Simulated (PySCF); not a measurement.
Bonding in `Fc1ccccc1`

Compound: C6H5F.
SMILES with atom numbers: `[F:1][c:2]1[cH:3][cH:4][cH:5][cH:6][cH:7]1` (hydrogens: H8 on C3; H9 on C4; H10 on C5; H11 on C6; H12 on C7)

Structure used (GFN2-xTB), in Å, numbered top down from 1:
```xyz
12
C6H5F angstrom
F     -2.2552   -1.4652    0.0117
C     -1.1226   -0.7295    0.0045
C      0.0976   -1.3795   -0.0190
C      1.2530   -0.6176   -0.0263
C      1.1782    0.7654   -0.0095
C     -0.0549    1.3960    0.0141
C     -1.2206    0.6497    0.0208
H      0.1309   -2.4575   -0.0305
H      2.2146   -1.1079   -0.0448
H      2.0835    1.3533   -0.0138
H     -0.1113    2.4740    0.0271
H     -2.1919    1.1182    0.0396
```

Bond orders from the PBE0/pcSseg-1 density (PySCF). Geometry: GFN2-xTB; no solvent, vibrations or thermal averaging.

(1) Where do the orders between heavy atoms depart from those drawn in the SMILES?

(2) Set the Mayer orders of the bonds beside their lengths.

Answers

(1) The largest departure is 0.109, at F1–C2 (drawn single, 0.891), counting aromatic bonds as 1.5. The bonds drawn aromatic range from 1.42 to 1.44.

(2) 
```csv
bond,drawn as,length (Å),Mayer order
F1–C2,single,1.351,0.891
C2–C3,aromatic,1.383,1.430
C3–C4,aromatic,1.384,1.416
C4–C5,aromatic,1.385,1.439
C5–C6,aromatic,1.385,1.439
C6–C7,aromatic,1.384,1.416
C7–C2,aromatic,1.383,1.430
C3–H8,single,1.079,0.950
C4–H9,single,1.080,0.964
C5–H10,single,1.079,0.968
C6–H11,single,1.080,0.965
C7–H12,single,1.079,0.950
```

By pair of heavy elements: C–C: lowest C3–C4 and C6–C7 (1.416, 1.384 Å), highest C4–C5 and C5–C6 (1.439, 1.385 Å). Bonds named together lie within 0.004.

Question: Sum the orders of all bonds at each heavy atom with more than one neighbour and set the sums beside the valence in the SMILES.

Answer: C2 3.751 (drawn 4), C3 3.796 (drawn 4), C4 3.819 (drawn 4), C5 3.846 (drawn 4), C6 3.820 (drawn 4), C7 3.796 (drawn 4). Orders between atoms that aren't bonded are not in these sums.

Mayer orders depend on the basis set.
